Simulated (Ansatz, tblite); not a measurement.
**The cluster PtS₃−: rung by rung**

How do method and basis change the picture of the cluster PtS₃− (doublet)?

Program: Ansatz 0.2.0, Gaussian basis. Level of theory: as each input shows. These are calculated values, not measurements.

Levels to be run: GFN1-xTB, GFN2-xTB, PBE-D4/def2-TZVPD, r2SCAN-D4/def2-TZVPD, PBE-QIDH/def2-TZVPD, LC-ωPBE/def2-TZVPD, B2PLYP/def2-TZVPD, B97M-V/def2-TZVPD, B3LYP-D4/def2-TZVPD, LC-ωPBE(0.10)/def2-TZVPD, LC-ωPBE(0.15)/def2-TZVPD, LC-ωPBE(0.20)/def2-TZVPD, LC-ωPBE(0.30)/def2-TZVPD, PBE-D4/def2-SVPD, PBE0-D4/def2-SVPD, CCSD(T)/def2-SVPD, MP2/def2-TZVPD, RPA/def2-TZVPD.

### 1 The relaxed structure

The doublet was relaxed beforehand with r2SCAN-D4/def2-SVPD. At that level it is the lowest of the isomers that a small search found.

4 atoms, charge -1, spin multiplicity 2.

Bond lengths: Pt1–S2 2.319 Å, Pt1–S3 2.419 Å, Pt1–S4 2.143 Å, S2–S3 2.075 Å. Angles: S2–Pt1–S3 51.9°, S2–Pt1–S4 156.8°, S3–Pt1–S4 151.3°, Pt1–S2–S3 66.5°, Pt1–S3–S2 61.6°.

As a file:

```csv
atom,x (Å),y (Å),z (Å)
Pt1,-0.25517,-0.46418,0.04031
S2,1.63978,0.74533,-0.52988
S3,0.09569,1.92382,0.20076
S4,-1.48030,-2.20498,0.28881
```

Pt takes a core potential in the def2 sets. No spin-orbit coupling is included. The ion is computed in the gas phase, without counter-ions or solvent.

PBE0-D4/def2-TZVPD was run before; its log isn't repeated, and its numbers join the tables.

### 2 GFN1-xTB

Tight binding, by tblite at 300 K electronic temperature and without a spin-polarisation term:

```python
tblite.interface.Calculator('GFN1-xTB', numbers, positions, charge=-1, uhf=1).singlepoint()
```

Energy -426.9677 eV; 0.004 s.

### 3 GFN2-xTB

Tight binding, by tblite at 300 K electronic temperature and without a spin-polarisation term:

```python
tblite.interface.Calculator('GFN2-xTB', numbers, positions, charge=-1, uhf=1).singlepoint()
```

Energy -396.4103 eV; 0.005 s.

### 4 PBE-D4/def2-TZVPD

start.molden holds the orbitals of an earlier run on this state, given as this run's starting guess.

Contents of in.yaml:

```yaml
crystal:
  periodic: [false, false, false]
  atoms:
    - {symbol: Pt, position_ang: [-0.255173, -0.464183, 0.040311]}
    - {symbol: S, position_ang: [1.639780, 0.745332, -0.529876]}
    - {symbol: S, position_ang: [0.095694, 1.923816, 0.200756]}
    - {symbol: S, position_ang: [-1.480300, -2.204976, 0.288809]}
basis:
  gaussian: {orbitals: def2-TZVPD, initial_orbitals: start.molden}
total_charge: -1
magnetization: {spin_polarized: true, initial_magnetization: 1}
hamiltonian: {xc: pbe, dispersion: d4}
scf: {omitted_lower_state_checks: [starts]}
output: {orbitals: {seedname: orbitals}}
```

On the command line:

```bash
$ ansatz run in.yaml --threads 2 --pin off --events-out ev --progress --plain --max-ram 4352MiB
```

After this run come: r2SCAN-D4/def2-TZVPD; PBE-QIDH/def2-TZVPD; LC-ωPBE/def2-TZVPD; B2PLYP/def2-TZVPD; B97M-V/def2-TZVPD; B3LYP-D4/def2-TZVPD; LC-ωPBE(0.10)/def2-TZVPD; LC-ωPBE(0.15)/def2-TZVPD; LC-ωPBE(0.20)/def2-TZVPD; LC-ωPBE(0.30)/def2-TZVPD; PBE-D4/def2-SVPD; PBE0-D4/def2-SVPD; CCSD(T)/def2-SVPD; MP2/def2-TZVPD; RPA/def2-TZVPD.

Q: Predict the results of all the runs planned. Wanted: gap in def2-TZVPD, named functionals, smallest and largest; gap over the ω; correlation energy, CCSD(T)/def2-SVPD; correlation energy, MP2/def2-TZVPD; ⟨S²⟩ in def2-TZVPD, named functionals, smallest and largest; PBE0 total energy, smallest basis above largest.

**Answer**, as computed:

| quantity | value |
| --- | --- |
| gap in def2-TZVPD, named functionals, smallest and largest | 0.19 eV (PBE-D4), 6.79 eV (LC-ωPBE) |
| gap over the ω (1/bohr) | 2.92 eV at 0.1, 6.79 eV at 0.4 |
| correlation energy, CCSD(T)/def2-SVPD | -23.07 eV |
| correlation energy, MP2/def2-TZVPD | -26.88 eV |
| ⟨S²⟩ in def2-TZVPD, named functionals, smallest and largest | 0.754, 0.776 |
| PBE0 total energy, smallest basis above largest | 11.42 eV (def2-SVPD, def2-TZVPD) |

Over the named functionals in def2-TZVPD the gap runs from 0.19 eV (PBE-D4) to 6.79 eV (LC-ωPBE); exact exchange widens it. Raising the ω (1/bohr) from 0.1 to 0.4 moves the HOMO by -2.20 eV and the LUMO by +1.66 eV. Over the named functionals in def2-TZVPD spin contamination reaches 0.03 (LC-ωPBE), which is small. Notes on CCSD(T)/def2-SVPD: spin contamination.
